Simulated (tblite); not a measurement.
C3H8P (charge -1).
Bonds: C1–C2, C2–P3, P3–C4. Hydrogens: H5, H6, H7 on C1; H8, H9 on C2; H10, H11, H12 on C4.

Computed geometry: GFN2-xTB, gas phase.

(1) What internal coordinates does the optimisation give?

Results:

(1) 
| bond | length (Å) | order |
| --- | --- | --- |
| C1–C2 | 1.524 | single |
| C2–P3 | 1.872 | single |
| P3–C4 | 1.864 | single |
| C1–H5, C1–H6, C1–H7 | 1.091 | single |
| C2–H8, C2–H9 | 1.096 | single |
| C4–H10, C4–H11, C4–H12 | 1.092 | single |

Bonds in one row agree within 0.01 Å and their mean is given. Orders are formal, as drawn. A selection of angles:
| angle | degrees |
| --- | --- |
| C2–C1–H5 | 111.0 |
| C2–C1–H6 | 109.7 |
| H5–C1–H6 | 108.9 |
| H5–C1–H7 | 108.5 |
| C1–C2–P3 | 115.7 |
| C1–C2–H8 | 109.8 |
| P3–C2–H8 | 109.1 |
| P3–C2–H9 | 105.1 |
| H8–C2–H9 | 107.6 |
| C2–P3–C4 | 96.5 |
| P3–C4–H10 | 112.0 |
| P3–C4–H11 | 107.1 |
| H10–C4–H11 | 108.5 |
| H10–C4–H12 | 109.1 |

Torsions: C1–C2–P3–C4 -73° (synclinal). The mirror-image conformer, all signs reversed, is as good.

Of the pairs four or more bonds apart, H7···H10 is among the closest relative to their van der Waals radii: 2.40 Å, 100 % of the sum of Bondi's values. P3 (phosphorus bonded to 2 C) is bent (angle 96.5°).

Point group: C1 (no symmetry element, even within 0.4 Å). Its GFN2-xTB frequencies are all real (lowest 83 cm⁻¹).
